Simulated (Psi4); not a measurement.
Reaction (SMILES): C#N (CH-N) → [C-]#[NH+] (C-NH)
B3LYP-D3(BJ)/def2-TZVP geometries, fixed; electronic energies without zero-point terms.

Effect of the grid (radial, spherical points) at PBE/def2-TZVP with Psi4, against the last row, where the isomerisation energy is 15.23 kcal/mol.

```
setting         grid points, largest species  largest shift of a total energy (mEh)  shift of the isomerisation energy (kcal/mol)
--------------  ----------------------------  -------------------------------------  --------------------------------------------
grid: 35, 110                          11304                                  0.022                                         0.011
grid: 50, 194                          28560                                  0.001                                         0.000
grid: 75, 302                          65551                                  0.000                                         0.000
grid: 99, 590                         168942                                  0.000                                         0.000
grid: 150, 974                        420030                                  0.000                                         0.000
```

Within 0.02 kcal/mol in the isomerisation energy: grid: 35, 110; grid: 50, 194; grid: 75, 302; grid: 99, 590. The largest shift is 0.022 mEh in a total energy and 0.011 kcal/mol in the difference.
